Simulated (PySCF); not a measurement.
Species: CClF₃.
SMILES: `FC(F)(F)Cl`

Method used: TDDFT CAM-B3LYP/aug-cc-pVTZ, vertical, gas phase, core orbitals frozen in the response in PySCF 2.14.0, density-fitted response routines. Isolated species at its PBE0-D3(BJ)/def2-TZVP geometry, gas phase.

Computed states:

| state | E (eV) | f |
| --- | --- | --- |
| S1 | 7.91 | 0.0002 |
| S2 | 7.91 | 0.0002 |
| S3 | 9.34 | 0.074 |
| S4 | 9.34 | 0.074 |
| S5 | 10.52 | 0.0008 |
| S6 | 10.52 | 0.0008 |
| S7 | 10.55 | 0.0006 |
| S8 | 10.55 | 0.0006 |
| S9 | 10.57 | 0.0000 |
| S10 | 10.57 | 0.064 |

Broadening: Gaussians 0.4 eV wide at half height, area fixed by f = 4.319×10⁻⁹ ∫ε dν̃. The width is an assumption, not a result. The curve ends short of the highest state used, and states not computed would add to its high-energy end.

Q: Give the broadened spectrum and its maxima.

A: 
| λ (nm) | ε (L mol⁻¹ cm⁻¹) |
| --- | --- |
| 124.4 | 20 |
| 126.4 | 209 |
| 128.3 | 1562 |
| 130.3 | 5720 |
| 132.3 | 9723 |
| 134.2 | 8398 |
| 136.2 | 3847 |
| 138.2 | 979 |
| 140.2 | 146 |
| 142.1 | 15 |
| 144.1 | 1 |
| 146.1 | 0 |
| 148.0 | 0 |
| 150.0 | 2 |
| 152.0 | 7 |
| 153.9 | 15 |
| 155.9 | 21 |
| 157.9 | 21 |
| 159.9 | 14 |
| 161.8 | 8 |
| 163.8 | 3 |
| 165.8 | 1 |
| 167.7 | 0 |
| 169.7 | 0 |

Maxima: 157 nm (7.91 eV), ε about 22, made up of S1 (50%) and S2 (50%); 133 nm (9.34 eV), ε about 9900, made up of S3 (50%) and S4 (50%) (ε in L mol⁻¹ cm⁻¹; maxima over ε = 5, shares over 10%).

Q: Coming from long wavelengths, where does ε first pass 100 L mol⁻¹ cm⁻¹?

A: At about 141 nm (8.82 eV), 0.92 eV above S1.

Q: What would ε be at 9.34 eV, the highest of these maxima, with half the width (0.2 eV)?

A: About 19800 L mol⁻¹ cm⁻¹ against 9920, a factor of about 2.00; a lone state at its own centre would give exactly 2.
